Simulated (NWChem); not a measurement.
# SiNH4O (SMILES N[SiH]O) at UB3LYP/def2-SVP

Aim: the vertical ionisation energy of SiNH4O at UB3LYP/def2-SVP, from 2 runs. 

The results are computed with NWChem 7.3.0.

### Step 1. The structure to begin with

SiNH4O: 7 atoms, total charge 0, spin state doublet. SMILES: `N[SiH]O`. Geometry: relaxed at PBE0-D4/def2-TZVP. This is one conformer, not always the lowest.

Bond lengths: N1–Si2 1.723 Å, Si2–O3 1.649 Å, N1–H4 1.008 Å, N1–H5 1.009 Å, Si2–H6 1.500 Å, O3–H7 0.961 Å. Angles: N1–Si2–O3 109.4°, N1–Si2–H6 104.3°, O3–Si2–H6 112.7°, Si2–N1–H4 120.5°, Si2–N1–H5 118.7°, Si2–O3–H7 115.8°, H4–N1–H5 110.8°.

### Step 2. The energy at UB3LYP/def2-SVP

The input, m1.nw:

```
start m1
memory stack 880 mb heap 220 mb global 1100 mb

geometry units atomic noautosym nocenter noautoz
   N     -1.31317068     1.03613683    -1.08697047
   Si     0.55387873     0.30046645     1.47644302
   O      3.06683653    -1.27065185     0.51079297
   H     -0.67255353     2.20738909    -2.44681739
   H     -3.18570030     1.27216363    -0.81806244
   H     -1.13213492    -1.25080972     3.14582708
   H      2.79849542    -2.42338478    -0.86738429
end

basis spherical bse
   * library def2-SVP
end

dft
   xc b3lyp
   mult 2
   grid fine
   convergence energy 1e-08
   iterations 100
   mulliken
   print low
end

task dft
```

On the command line:

```sh
nwchem m1.nw > m1.out
```

Output:

```text
[...]
 d= 0,ls=0.0,diis     1   -421.6436462711 -5.33D+02  9.01D-03  1.45D-01     1.3
[...]
 d= 0,ls=0.0,diis     9   -421.7099455439 -7.71D-09  1.23D-06  6.17D-09     9.5
[...]
         Total DFT energy =     -421.709945543903
      One electron energy =     -802.416522729121
           Coulomb energy =      307.677932366065
    Exchange-Corr. energy =      -38.005024018853
 Nuclear repulsion energy =      111.033668838006
[...]
      Total Density - Mulliken Population Analysis
     ---------------------------------------------
    Atom       Charge   Shell Charges
 -----------   ------   -------------------------------------------------------
    1 N    7     7.35   1.99  0.99  0.42  2.47  1.48  0.01
    2 Si  14    13.53   2.00  1.98  1.02  0.26  5.93  1.17  0.84  0.34
    3 O    8     8.39   1.99  1.07  0.63  2.90  1.79  0.01
    4 H    1     0.88   0.71  0.12  0.05
    5 H    1     0.88   0.71  0.12  0.05
    6 H    1     1.14   0.74  0.39  0.01
    7 H    1     0.82   0.68  0.08  0.07
[...]
      <S2> =      0.7516 (Exact =     0.7500)
[...]
```

Wall time 11 s (1 thread of AMD EPYC 7B13 (Zen 3), shared host); peak memory 0.11 GiB.

### Step 3. The singlet cation

The input, h4nosi.nw:

```
start h4nosi
memory total 2200 mb
charge 1

geometry units angstrom noautosym nocenter noautoz
  N       -0.694900       0.548300      -0.575200
  Si       0.293100       0.159000       0.781300
  O        1.622900      -0.672400       0.270300
  H       -0.355900       1.168100      -1.294800
  H       -1.685800       0.673200      -0.432900
  H       -0.599100      -0.661900       1.664700
  H        1.480900      -1.282400      -0.459000
end

basis spherical bse
  * library def2-SVP
end

dft
  xc b3lyp
  grid fine
  convergence energy 1e-08
  iterations 100
  mulliken
  print low
end

task dft energy
```

On the command line:

```sh
nwchem h4nosi.nw > h4nosi.out
```

Output:

```text
[...]
 d= 0,ls=0.0,diis     1   -421.2222535956 -5.32D+02  3.37D-02  2.09D+00     1.2
[...]
 d= 0,ls=0.0,diis    11   -421.4312857306 -4.22D-09  9.25D-07  6.63D-09     8.1
         Total DFT energy =     -421.431285730581
      One electron energy =     -793.633240565691
           Coulomb energy =      298.825448330833
    Exchange-Corr. energy =      -37.657170331521
 Nuclear repulsion energy =      111.033676835799
[...]
      Total Density - Mulliken Population Analysis
     ---------------------------------------------
    Atom       Charge   Shell Charges
 -----------   ------   -------------------------------------------------------
    1 N    7     7.24   1.99  1.02  0.42  2.43  1.37  0.01
    2 Si  14    13.15   2.00  1.98  1.08  0.09  5.93  1.13  0.62  0.34
    3 O    8     8.32   1.99  1.08  0.62  2.90  1.72  0.01
    4 H    1     0.81   0.69  0.07  0.05
    5 H    1     0.80   0.69  0.07  0.05
    6 H    1     0.94   0.69  0.23  0.01
    7 H    1     0.75   0.64  0.04  0.07
[...]
```

Run time: 8.7 s. Hardware: 1 thread of AMD EPYC 7B13 (Zen 3), shared host; peak memory 0.11 GiB.

### Step 4. Results

Level: UB3LYP/def2-SVP.

| quantity | value |
| --- | --- |
| doublet SiNH4O: total energy | -421.70995 Eh |
| doublet SiNH4O: ⟨S²⟩ | 0.752 |
| singlet cation: total energy | -421.43129 Eh |
| vertical ionisation energy (to the singlet cation) | 7.583 eV |

The vertical ionisation energy comes to 7.58 eV (175 kcal/mol). Only the singlet of the ionised species was computed; a triplet could lie lower. Mulliken charges (singlet cation) run from -0.32 on O3 to +0.85 on Si2.
